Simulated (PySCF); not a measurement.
**Electron affinity of B by level of theory**

B⁻ [He] 2s2 2p2 (3P) → B [He] 2s2 2p1 (2P), as a difference of total energies. All numbers are calculated (PySCF 2.14, the non-relativistic Hamiltonian (point nucleus), in dyall-av2z (11s7p2d, 42 functions)). Correlated levels: valence: 1s2 frozen; virtual orbitals above 40 to 60 times the deepest correlated orbital energy dropped. The calculations carry no spin-orbit coupling.

```json
{"method": "UHF", "electron affinity (eV)": "-0.298", "error (eV)": "-0.578"}
{"method": "MP2 (valence)", "electron affinity (eV)": "0.154", "error (eV)": "-0.126"}
{"method": "SCS-MP2 (valence)", "electron affinity (eV)": "0.012", "error (eV)": "-0.268"}
{"method": "CCSD (valence)", "electron affinity (eV)": "0.132", "error (eV)": "-0.148"}
{"method": "CCSD(T) (valence)", "electron affinity (eV)": "0.183", "error (eV)": "-0.097"}
{"method": "CCSDT (valence)", "electron affinity (eV)": "0.200", "error (eV)": "-0.080"}
```

Reference: 0.280 eV (measured; photodetachment measurements, as compiled on the Wikipedia data page of electron affinities).

Errors of the correlated levels include the incompleteness of this basis and the frozen core.

A negative affinity means that the anion lies above the atom at that level of theory.
